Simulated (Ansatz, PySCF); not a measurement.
This Ansatz (a quantum-chemistry and plane-wave program) input computes a r2SCAN/def2-TZVPD energy:

Ansatz 0.2 input:
```yaml
crystal:
  periodic: [false, false, false]
  atoms:
    - {symbol: Al, position_ang: [-0.00383302, 0.77670458, 0.02693831]}
    - {symbol: Cl, position_ang: [1.82205043, -0.28761349, -0.02117671]}
    - {symbol: Cl, position_ang: [-1.81911930, -0.30633707, 0.00057682]}
basis:
  gaussian:
    orbitals: def2-TZVPD
hamiltonian:
  xc: {name: r2SCAN}
magnetization: {spin_polarized: true, initial_magnetization: 1}
output: {forces: true}
```

Task: Write an input for the same energy in PySCF and say what it gives.

Result: 
```python
from pyscf import gto, scf, dft

mol = gto.M(
    atom='''
    Al   -0.00383302    0.77670458    0.02693831
    Cl    1.82205043   -0.28761349   -0.02117671
    Cl   -1.81911930   -0.30633707    0.00057682
    ''',
    basis='def2-tzvpd',
    charge=0,
    spin=1,
    verbose=4,
)

mf = dft.UKS(mol, xc='r2scan').density_fit(auxbasis='def2-universal-jkfit')
mf.grids.level = 4
mf.conv_tol = 1e-9
mf.max_cycle = 100
mf.max_memory = 1500
mf.kernel()
if not mf.converged:
    mf = mf.newton()
    mf.kernel(mf.make_rdm1())
for _ in range(2):
    mo, _, stable, _ = mf.stability(return_status=True)
    if stable:
        break
    mf.kernel(mf.make_rdm1(mo, mf.mo_occ))
mf.analyze()
```
It gives -1162.88354 Eh, and Ansatz -1162.88354 Eh, a difference of 0.00 mEh.

It need not be the lowest isomer of its formula.
